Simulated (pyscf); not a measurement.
## Routes from O=Ru(=O)=O (SMILES [O]=[Ru](=[O])=[O]) [singlet] + HF (SMILES F)

Candidate steps break at most two bonds and form at most two. Each was searched with GFN2-xTB (tblite) first. PySCF, gas phase, ωB97X-D3(BJ)/def2-SVP geometries. Energies: ωB97M-D3(BJ)/def2-TZVP, kcal/mol, from the separated reactants, singlet surface; ΔG‡ with ideal gas, 1 atm, RRHO with modes under 100 cm⁻¹ raised to 100, one conformer, R ln 2 for chiral ones without a mode under 150 cm⁻¹.

```json
[
 {"products": "O=Ru(=O)(OH)–F [singlet]", "type": "addition across a multiple bond or ene-type step", "ΔE‡": "14.2", "ΔE": "-28.2", "ΔG‡ 298 K": "23.3", "ΔG‡ 900 K": "43.2", "ν‡ (cm⁻¹)": "582i"},
 {"products": "O=RuH(=O)(=O)–F", "type": "insertion", "ΔE‡": "56.9", "ΔE": "+51.6", "ΔG‡ 298 K": "65.4", "ΔG‡ 900 K": "85.7", "ν‡ (cm⁻¹)": "1015i"}
]
```

Plain bond fissions and candidates not yet searched are not listed, and one of them may be faster. Each barrier is that of the saddle found; lower ones may exist. One closed-shell reference is unstable to symmetry breaking; treat the single-reference values with care. Elements past Kr carry the def2 core potentials, without spin-orbit coupling.
